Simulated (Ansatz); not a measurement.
# AlH5O: the cost of one run

Program: Ansatz 0.2.0. Level of theory: RKS r2SCAN-D4/def2-mTZVP. These are calculated values, not measurements.

## 1. The starting structure

Bond lengths: Al1–O2 2.130 Å, O2–H3 1.010 Å, Al1–H4 1.560 Å, Al1–H5 1.560 Å. Angles: Al1–O2–H3 109.5°, O2–Al1–H4 120.0°, O2–Al1–H5 120.0°, H4–Al1–H5 120.0°.

Coordinates:

```xyz
7

Al    0.0000    0.0000    0.0000
O     0.0000    0.0000    2.1300
H    -0.9095   -0.2814    2.4671
H     1.3510    0.0000   -0.7800
H    -1.3510    0.0000   -0.7800
H     0.0834    1.7631    0.5865
H     0.0646    1.3656    1.5323
```

## 2. A restrained relaxation towards end A

Springs on the bonds that form and break draw the guess towards this end; the thresholds are loose.

Input file input.yaml:

```yaml
crystal:
  periodic: [false, false, false]
  atoms:
    - { symbol: Al, position_ang: [0.0, 0.0, 0.0] }
    - { symbol: O, position_ang: [0.0, 0.0, 2.13] }
    - { symbol: H, position_ang: [-0.9095, -0.2814, 2.4671] }
    - { symbol: H, position_ang: [1.351, 0.0, -0.78] }
    - { symbol: H, position_ang: [-1.351, 0.0, -0.78] }
    - { symbol: H, position_ang: [0.0834, 1.7631, 0.5865] }
    - { symbol: H, position_ang: [0.0646, 1.3656, 1.5323] }
basis:
  gaussian: { orbitals: def2-mTZVP }
hamiltonian:
  xc: r2scan
  dispersion: d4
relax:
  f_tol: 0.15
  max_steps: 25
  restrain:
    - { distance: [0, 5], at: 2.76, k: 30.0 }
    - { distance: [6, 1], at: 2.21, k: 30.0 }
    - { distance: [0, 1], at: 1.78, k: 30.0 }
    - { distance: [6, 5], at: 0.66, k: 30.0 }
```

The run is started by

```
> ansatz run input.yaml --threads 1 --pin off --max-ram 2048MiB --backend cpu --events-out ev --progress --plain --runs-dir out
```

What time and memory should one allow on 1 thread of AMD EPYC 7R43 (Zen 3), shared host?

About 18 s, with a peak of 0.14 GiB.
